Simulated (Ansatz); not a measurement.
Geometry optimisation, Ansatz 0.2.0, RKS r2SCAN-D4/6-31G.

Input:

```yaml
crystal:
  periodic: [false, false, false]
  atoms:
    - { symbol: Al, position_ang: [-0.9191, 0.17, -0.2172] }
    - { symbol: S, position_ang: [1.6654, -0.0218, -0.7034] }
    - { symbol: H, position_ang: [-1.8994, -0.3347, -1.2887] }
    - { symbol: H, position_ang: [-1.2254, 1.4728, 0.5438] }
    - { symbol: H, position_ang: [0.65, -0.9387, 0.4628] }
    - { symbol: H, position_ang: [-0.1374, -1.2487, 0.962] }
    - { symbol: H, position_ang: [1.866, 0.901, 0.2406] }
basis:
  gaussian: { orbitals: "6-31G" }
hamiltonian:
  xc: r2scan
  dispersion: d4
relax:
  f_tol: 0.15
  max_steps: 25
  restrain:
    - { distance: [0, 5], at: 1.52, k: 30.0 }
    - { distance: [4, 1], at: 1.36, k: 30.0 }
    - { distance: [0, 1], at: 3.56, k: 30.0 }
    - { distance: [4, 5], at: 1.92, k: 30.0 }
output:
  orbitals: {}
```

Command:

```bash
$ ansatz run input.yaml --threads 1 --pin off --max-ram 2048MiB --backend cpu --events-out ev --progress --plain --runs-dir out
```

Q: Where does it end, and by what steps?

A: The forces met the threshold. The restraints hold the end off the free minimum. Limits of this set-up: no polarisation functions. After 7 steps the energy has fallen by 0.259 eV (the restraints' own energy left out); H5 moved furthest, 0.68 Å. Parted: Al1–S2. Joined: Al1–H6, S2–H5.

| step | energy less start (eV) | largest force component (eV/Å) | accepted |
| --- | --- | --- | --- |
| 0 | 0.0000 | 1.477 | yes |
| 1 | 0.1825 | 1.296 | yes |
| 2 | -0.0594 | 1.210 | yes |
| 3 | -0.1830 | 0.722 | yes |
| 4 | -0.2174 | 0.903 | yes |
| 5 | -0.2511 | 0.649 | yes |
| 6 | -0.2530 | 0.680 | yes |
| 7 | -0.2586 | 0.648 | yes |

```xyz
7
Properties=species:S:1:pos:R:3
Al -1.416 0.016 0.011
S 2.079 -0.107 -0.621
H -2.250 -0.447 -1.279
H -1.481 1.520 0.570
H 1.282 -0.837 0.225
H -0.555 -1.018 0.784
H 2.342 0.872 0.310
```

Whether the end is a true minimum wasn't checked by a vibrational analysis.

Run time: 47 s on 1 CPU thread of a shared host.
